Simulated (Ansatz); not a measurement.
A run of Ansatz (development build ahead of 0.2.0) on triplet SiSO in separate pieces at this shape:

```yaml
atoms:
  - { symbol: O, position_ang: [0.0000, 0.0000, 0.0000] }
  - { symbol: Si, position_ang: [0.0000, 0.0000, 5.0120] }
  - { symbol: S, position_ang: [0.0000, 4.4896, -1.2030] }
```

Its results:

- Converged: yes
- Total energy: -762.14445 hartree
- Spin squared of the determinant: 2.000
- Stability test: minimum among restricted orbitals

Problem. Which input gives this output? Name the method, the orbitals and the basis set, and write the input.

Solution. PBE0 (restricted open-shell) in pcseg-2.

```yaml
crystal:
  periodic: [false, false, false]
  atoms:
    - { symbol: O, position_ang: [0.0, 0.0, 0.0] }
    - { symbol: Si, position_ang: [0.0, 0.0, 5.012] }
    - { symbol: S, position_ang: [0.0, 4.4896, -1.203] }
basis:
  gaussian: { orbitals: pcseg-2 }
magnetization:
  initial_magnetization: 2
hamiltonian:
  xc: pbe0
```

Caution: stretched shape with no unrestricted run beside it, a lower state can exist; charge can spread falsely over distant fragments; other spin multiplicities may lie lower.
